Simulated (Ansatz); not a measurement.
## Several solutions for singlet MgO

```xyz
2

Mg    0.0000    0.0000    0.0000
O     0.0000    0.0000    4.2000
```

Basis set: 6-31G (spherical functions). Charge 0, multiplicity 1.

UHF was run from several starts with Ansatz (development build ahead of 0.2.0).

| run | program | start | converged | energy (hartree) | <S²> |
| --- | --- | --- | --- | --- | --- |
| A | Ansatz | search for the lowest state | yes | -274.33211 | 1.00 |
| B | Ansatz | atomic start, no search | yes | -274.25096 | 0.00 |
| C | Ansatz | stability test followed | yes | -274.33211 | 1.00 |

(1) Which runs reached the lowest solution of this kind, and what is wrong with the others?

Answers

(1) A, C reached the lowest solution found. Converged but too high: B by 2.21 eV. Convergence only shows a stationary point, and even a stable one can lie too high; stability tests and further starts are what find lower ones. Caution: another spin multiplicity may lie lower. Caution: the unrestricted determinant is a mixture of spin states.
